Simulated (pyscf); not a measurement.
PySCF, gas phase, ωB97X-D3(BJ)/def2-SVP geometries. MP2 and CC: frozen core, UHF for open shells. ΔMP2 is the change of the MP2 total energy from the triple- to the quadruple-zeta basis.

**Question.** Estimate by transition-state theory the rate constant of H₃Si–Br + H atom (H•) → silane (SiH₄) + Br atom (Br•) (doublet surface; Br–Si broken, H–Si formed) at 900 K, with CCSD(T)/def2-TZVPP + ΔMP2(QZVPP) energies (ideal gas, 1 atm, RRHO with modes under 100 cm⁻¹ raised to 100, one conformer, R ln 2 for rigid chiral ones; no tunnelling).

**Answer.** The electronic barrier is 11.7 kcal/mol and the thermal terms add +20.4, so ΔG‡ = 32.1 kcal/mol. With k_BT/h = 1.88e+13 s⁻¹ and RT = 1.788 kcal/mol, and a volume of 1.23e-19 cm³ per molecule at 1 atm, k = 3.6e-14 cm³ molecule⁻¹ s⁻¹. Wigner's tunnelling factor for 607i cm⁻¹ would be 1.04. A shift of 1 kcal/mol in the barrier changes k by a factor 1.7. The same reactants have a lower exit, to •H₂Si–Br + H₂ (barrier +4.7 kcal/mol at ωB97M-D3(BJ), against +10.0 kcal/mol here). One saddle was located; it need not be the lowest between these sides. The angle at the attacked Si is 146°. The CCSD(T) − MP2 part came from Ansatz, without density fitting, on the same reference. The frozen core leaves the outer d or s,p core shells of the metals and heavy elements correlated in the MP2 and CC values, and def2-TZVPP describes them poorly, which can shift differences by a few kcal/mol. Elements up to Kr have no core potential and no relativistic terms here.
